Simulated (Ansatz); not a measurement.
Results of r²SCAN50 in Ansatz (plane waves, PAW) for rock-salt MgS.

Run with plane-wave cutoff 520 eV, 8×8×8 k mesh, Fermi–Dirac smearing 0.01 eV, scalar-relativistic PAW data made under PBE.

Computed at the level's own relaxed cell.

```xyz
2
Lattice="0.0000 2.5842 2.5842 2.5842 0.0000 2.5842 2.5842 2.5842 0.0000" Properties=species:S:1:pos:R:3 pbc="T T T"
Mg     0.0000     0.0000     0.0000
S      2.5842     2.5842     2.5842
```

Task: List the 5 lowest band energies at Γ above −25 eV (eV, relative to the valence band maximum), grouping those that round alike.

Result: At Γ: -15.60, 0.00 (×3), 7.75.

Note: the run warned that its exchange threshold was loose for the stress.

Ansatz is a first-principles code.
